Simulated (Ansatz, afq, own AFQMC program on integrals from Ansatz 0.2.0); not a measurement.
## Atomization energy of GeH₂, singlet, worked out

```xyz
3

Ge    0.0000   -0.0303    0.0000
H     0.0000    1.0906   -1.1335
H     0.0000    1.0906    1.1335
```

Basis cc-pVTZ. Noble-gas cores (and the filled d shells of Ga–Kr and In–Xe) are frozen. Integrals, coupled cluster, full CI and functionals: Ansatz 0.2.0; the random walks run on the same integrals in our own AFQMC program. ph-AFQMC/CISD is guided by a CISD state made of CCSD amplitudes; releasing the constraint for a short imaginary time cuts its bias at the price of noise, slowly where states lie close. Uncertainties: one standard error, sampling alone. No spin–orbit coupling.

Total energies in eV. CBS is CCSD(T) at the limit of def2-TZVPP/QZVPP (extrapolated itself); the highest rung of each member is named.

Cautions: inner d shell frozen; no relativity below Rb; no spin-orbit coupling; GeH₂ (singlet): restricted determinant unstable towards unrestricted (UHF 35 meV lower, ⟨S²⟩ 0.26).

```csv
member,count,CCSD(T)/cc-pVTZ,highest rung in cc-pVTZ,which,CCSD(T)/CBS
Ge (triplet),+1,-56475.2712,-56475.2863,FCI,-56475.5964
H (doublet),+2,-13.6005,-13.6005,FCI,-13.6059
"GeH₂, singlet",-1,-56508.4557,-56508.4763,CCSDT(Q),-56508.9475
```

**Question.** Work out the best estimate of the atomization energy: the CCSD(T)/CBS difference plus the step from CCSD(T) to the highest rung.

**Answer.** Sums with the counts: CCSD(T)/CBS 6.1393 eV, highest rung 5.9890 eV, CCSD(T)/cc-pVTZ 5.9835 eV. The step is 5.9890 − 5.9835 = 0.0055 eV, so the best estimate is 6.1393 + (0.0055) = 6.1448 eV = 141.7 kcal/mol. The basis set is worth 0.156 eV of it. Zero-point, core-correlation and spin–orbit terms aren't in it. Past Ne the Hartree–Fock part of each CBS total tends to overshoot, since the cores don't follow the formula; that largely cancels in the difference.

Best estimates are given only where the step beyond CCSD(T) is under 0.3 eV and no member's determinant is very poor (T1 over 0.05, or 0.07 for open shells, ⟨S²⟩ too high by 0.3, two states mixed), so the hardest cases are missing from such tables.

CCSDT and higher add their correlation energy to the determinant of the CCSD(T) run, since their own runs factorise the integrals more tightly (a shift of under 2 meV). Each member of a difference takes its own highest rung, so a best estimate needn't equal the limit plus the step of one row.
